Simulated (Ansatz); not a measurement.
One crystal and one scan (energy against volume) at two levels, r2SCAN (plane waves to 500 eV, PAW, scalar-relativistic; Ansatz, a quantum-chemistry and plane-wave program) and PBE (plane waves to 420 eV, PAW, scalar-relativistic; Ansatz), each from its own relaxed cell and on its own mesh. The cell shown is that of r2SCAN.

Ni (fcc, Cu type)

```xyz
1
Lattice="0.0000 1.7391 1.7391 1.7391 0.0000 1.7391 1.7391 1.7391 0.0000" Properties=species:S:1:pos:R:3 pbc="T T T"
Ni     0.0000     0.0000     0.0000
```

The volume is varied about the relaxed value V₀ at fixed cell shape. Symmetry pins the atoms to their sites.

Energies are smeared free energies. Ni was relaxed with its symmetry unable to fall. Relaxed Ni ends ferromagnetic. The magnetic order is the one the run started from; other orders were not tried. (PBE) Relaxed Ni ends ferromagnetic. (r2SCAN) Relaxed Ni ends ferromagnetic. Percentages come from the unrounded values. Both scans cover V/V₀ from 0.900 to 1.100.

Results of r2SCAN:

```
Item                                                     Result
-------------------------------------------------------  ------
Lattice constant a (Å)                                    3.478
Magnetic moment of the relaxed cell (μB/cell)              0.74
Pressure at the smallest volume (GPa)                      29.9
Energy cost of the largest compression (meV/atom)            89
Energy cost of the largest expansion (meV/atom)              60
Bulk modulus B₀ (third-order Birch-Murnaghan fit) (GPa)   220.1
Pressure for 5 % compression (fit) (GPa)                   12.8
```

Estimate the PBE values.


```csv
quantity,PBE,r2SCAN − PBE
Lattice constant a (Å),3.518,-0.040 (-1.1 %)
Magnetic moment of the relaxed cell (μB/cell),0.63,+0.11 (+18 %)
Pressure at the smallest volume (GPa),27.1,+2.8 (+10 %)
Energy cost of the largest compression (meV/atom),83,+6 (+7 %)
Energy cost of the largest expansion (meV/atom),56,+4 (+8 %)
Bulk modulus B₀ (third-order Birch-Murnaghan fit) (GPa),198.1,+22.0 (+11 %)
Pressure for 5 % compression (fit) (GPa),11.5,+1.3 (+11 %)
```

r2SCAN gives the higher value for: magnetic moment of the relaxed cell; pressure at the smallest volume; energy cost of the largest compression; energy cost of the largest expansion; bulk modulus B₀; pressure for 5 % compression. r2SCAN gives the lower value for: lattice constant a. For the lattice constant a the reference is 3.508 Å (measured, corrected to the static lattice; as given in Daniel Mejia-Rodriguez, S. B. Trickey, Physical Review B (2018), arXiv:1807.09216): PBE lies nearer. For the bulk modulus B₀ the reference is 192.5 GPa (measured, corrected to the static lattice; as given in Daniel Mejia-Rodriguez, S. B. Trickey, Physical Review B (2018), arXiv:1807.09216): PBE lies nearer.  Neither level is exact: the differences show how much the result hangs on the functional.

(A scan under strain: stresses follow from slopes of the energy per volume, elastic moduli from its curvatures.)
